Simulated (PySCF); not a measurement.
Reproducing measurements on oxazole

**The experiment to reproduce.**

NIST CCCBDB Release 22 (SRD 101), experimental dipoles lists, for the gas: dipole moment 1.503 D.

How close the calculation comes is told at the end.

Oxazole, C₃H₃NO.
Numbering: `[cH:1]1[cH:2][o:3][cH:4][n:5]1` (hydrogens: H6 on C1; H7 on C2; H8 on C4)

Cartesian coordinates in Å at the GFN2-xTB level; atoms count from 1:
```
atom  x, y, z in Å
C1    -0.8332   -0.5312    0.2447
C2    -0.6649    0.7445   -0.1926
O3     0.6569    0.9489   -0.3735
C4     1.2278   -0.2119   -0.0378
N5     0.3938   -1.1230    0.3358
H6    -1.7283   -1.0599    0.4965
H7    -1.3359    1.5512   -0.4015
H8     2.2929   -0.3092   -0.0962
```

Runs made with PySCF (gas phase, on this GFN2-xTB geometry; no spin–orbit coupling):

```
              level                                                                job  basis functions  wall time
CAM-B3LYP/def2-SVPD  8 singlets by full TDDFT, 3 Tamm–Dancoff triplets, polarisability              127      6.8 s
```

Hardware: one thread of an x86-64 server (shared host).

## Comparison

**Dipole moment.** Measured: 1.503 D (NIST CCCBDB Release 22 (SRD 101), experimental dipoles).

```tsv
level	computed (D)	computed − measured (D)	% (from the printed values)
CAM-B3LYP/def2-SVPD	1.556	+0.053	+4
```

The computed dipoles belong to one fixed geometry; measured ones are averaged over vibrations unless marked μe. Magnitudes are compared, not signs.

The geometry is computed, not the measured one. Where a level misses, the cause wasn't examined.
